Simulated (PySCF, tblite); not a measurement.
Isomers of C2HF2O2 (doublet state), one GFN2-xTB conformer each. Single-point energies are computed at B3LYP/pcH-1 (PySCF, gas phase, no added dispersion term), electronic only. GFN2-xTB treats the open shell by occupation alone, and not every SCF solution was tested for stability.

**Question.** Rank them by B3LYP/pcH-1 energy, lowest first (kcal/mol).
A. `[O:1]=[C:2]([OH:3])[C:4]([F:5])[F:6]` (doublet state) with O1–C2–O3–H 0°
B. `[O:1]=[CH:2][O:3][C:4]([F:5])[F:6]` (doublet state) with O1–C2–O3–C4 -2°, C2–O3–C4–F5 28°

**Answer.** A (0.0), B (15.5).

As drawn, the lower has an O–H bond, which the higher lacks. GFN2-xTB itself gives, in the same order: 0.0, 9.3. Both levels put the same isomer lowest.

**Question.** What happens when harmonic zero-point energies from GFN2-xTB frequencies are added?

**Answer.** 
| SMILES | ZPE (kcal/mol) | electronic (kcal/mol) | with ZPE (kcal/mol) |
| --- | --- | --- | --- |
| O=C(O)[C](F)F | 20.0 | 0.0 | 0.0 |
| O=CO[C](F)F | 19.6 | 15.5 | 15.1 |

The zero-point energies span 0.4 kcal/mol. The order is unchanged.
